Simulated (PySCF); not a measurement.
# Electron detachment from methyleneamidogen anion

Molecule: methyleneamidogen anion, `C=[N-]` ([CH2N]-). Numbering: `[CH2:1]=[N-:2]`

Computed at PBE0-D3(BJ)/ma-def2-TZVP // PBE0-D3(BJ)/ma-def2-SVP with PySCF (density fitting, grid level 2). Thermal corrections: PBE0-D3(BJ)/ma-def2-SVP frequencies, unscaled, ideal gas at 298.15 K and 1 bar, quasi-RRHO entropy.

Frontier levels of the parent: HOMO 1.55 eV, LUMO 4.01 eV.

Oxidation to the radical:
* Vertical detachment energy (electronic): 0.47 eV
* Adiabatic detachment energy (with zero-point energy): 0.39 eV
* Adiabatic, electronic part: 0.33 eV
* Vertical gap at the product's structure: 0.25 eV
* Inner reorganisation energy (four-point): 219 meV
* Relaxation of product / of parent: 140 / 79 meV
* ⟨S²⟩ of the product: 0.763
* Largest spin populations: N2 0.97, C1 -0.17, H (on C1) 0.10, H (on C1) 0.10
* Largest changes of atomic charge: N2 0.54, H (on C1) 0.20, H (on C1) 0.20
* Distances that move most (Å): C1–H 1.156 → 1.109; C1–H 1.156 → 1.109
* Potential in dichloromethane: 2.94 V absolute, -1.62 V against Fc+/Fc computed at 4.56 V (solvation -264 → -16 kJ/mol)

Solvents are IEF-PCM continua (electrostatics only, gas-phase structures); absolute potentials refer to an electron at rest in vacuum. Fc+/Fc in dichloromethane, 4.56 V, is PBE0-D3(BJ)/ma-def2-TZVP on PBE0-D3(BJ)/def2-SVP structures with GFN2-xTB thermal terms. Benchmark calculations put it near 5.0 V in acetonitrile and DMSO, so it is about 0.4 V low, and the value against it can read up to that much too high.

Hardware: 1 thread of Arm Neoverse V2, shared with other jobs. Command: `OMP_NUM_THREADS=1 python redox_run.py task.json out`. Structures, frequencies and single points: 22 s.
